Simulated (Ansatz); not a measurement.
A relaxed structure of Nb. Method: PBEsol (plane waves to 420 eV, PAW, scalar-relativistic; Ansatz, an electronic-structure program).

```
CELL_PARAMETERS angstrom
     -1.63563     1.63563     1.63563
      1.63563    -1.63563     1.63563
      1.63563     1.63563    -1.63563
ATOMIC_POSITIONS crystal
  Nb 0.00000 0.00000 0.00000
```

Task: Find the space group and the Wyckoff positions (tolerance 0.01 Å).

Result: Space group Im-3m (No. 229); a = b = c = 3.2713 Å, α = β = γ = 90.00°

```json
[
 {"atom": "Nb", "site": "2a", "symmetry": "m-3m", "x": "0.0000", "y": "0.0000", "z": "0.0000"}
]
```

This is the bcc (W type).

Task: Give the shortest distances between elements (the closest pairs, up to four, under 3.6 Å).

Result: Nb–Nb 2.83 Å.

The volume per atom is 17.50 Å³ and the band gap is zero (metallic).

No spin polarisation in the result.

Measured for Nb: a 3.294 Å (static lattice; corrected from measurement; as listed in Daniel Mejia-Rodriguez, S. B. Trickey, Phys. Rev. B (2018)). Computed minus measured — a: PBEsol -0.7 %. The computed values are for a static lattice.

The run could not lose the symmetry of its start.

It was reached from a disturbed copy of a P6₃/mmc (No. 194) cell (hcp (Mg type)), against which it lies -0.31 eV/atom.
